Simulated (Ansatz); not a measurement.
Consider the hydrogenolysis of a C–C bond: `CC1OCCCO1` + H₂ → `C1COCOC1` + CH₄.

Gas-phase electronic energies from Ansatz, PBE0-D4/def2-TZVP geometries. CBS: MP2 limit from def2 TZ/QZ plus the TZ coupled-cluster correction, frozen cores. This one scheme is used for every species. DFT in def2-TZVPP.

| level | ΔE (kJ/mol) |
| --- | --- |
| PBE0-D4 | -63.7 |
| B2PLYP | -70.3 |
| PBE | -69.7 |
| PBE0 | -70.4 |
| HF/def2-TZVPP | -83.4 |
| MP2/def2-TZVPP | -59.1 |
| MP2/def2-QZVPP | -58.4 |
| HF/CBS(def2) | -83.4 |

Question: What does CCSD(T)/CBS give? (Estimate.)

Answer: Ansatz gave: -60.6 kJ/mol. The listed levels differ from it by -3.1, -9.7, -9.1, -9.8, -22.8, 1.5, 2.2, -22.8 kJ/mol.

Largest T1 diagnostic among the species: 0.011.

In def2-TZVPP, CCSD(T) changes the Hartree–Fock value by +21.5 kJ/mol (the triples alone add +4.2 kJ/mol) and MP2 by +24.3 kJ/mol. The D4 term adds +11.8 kJ/mol with B3LYP and +6.7 kJ/mol with PBE0; it sums over pairs of atoms, weighted by their polarisabilities, and B3LYP, whose exchange is more repulsive, gets the larger term.

B3LYP here is the variant with VWN-RPA as its local correlation; programs differ in this.
